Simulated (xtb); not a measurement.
chloroform (CHCl3), SMILES ClC(Cl)Cl. All values are semi-empirical tight-binding results from xtb (GFN2-xTB unless named), good for trends rather than for accurate numbers. Coordinates come from a GFN2-xTB optimisation.

Optimised geometry:

Bond lengths (Å): Cl1–C2 1.769, C2–Cl3 1.769, C2–Cl4 1.769, C2–H5 1.091. Angles (°): Cl1–C2–Cl3 110.2, Cl1–C2–Cl4 110.2, Cl1–C2–H5 108.7, Cl3–C2–Cl4 110.2, Cl3–C2–H5 108.7, Cl4–C2–H5 108.7.

**Question.** Estimate the properties. (The exact figures need the calculation; the answer reports its results.)

**Answer.** 
```json
{
 "point_group_as_xtb_finds_it": "C3v",
 "orbital_gap": "5.63 eV",
 "dipole_moment": "1.20 D",
 "zero_point_energy": "11.3 kcal/mol",
 "G − E(el) at 298.15 K (modified RRHO)": "-6.5 kcal/mol",
 "static polarisability (D4 model)": "54.6 bohr³",
 "solvation energy, GFN2-xTB/ALPB(water)": "-1.5 kcal/mol",
 "solvation energy, GFN2-xTB/ALPB(chcl3)": "-3.7 kcal/mol"
}
```

Computed atomic charges and the Wiberg bond orders between heavy atoms:
charges (e) Cl1 -0.10, C2 0.19, Cl3 -0.10, Cl4 -0.10, H5 0.12. Bond orders Cl1–C2 0.99, C2–Cl3 0.99, C2–Cl4 0.99.
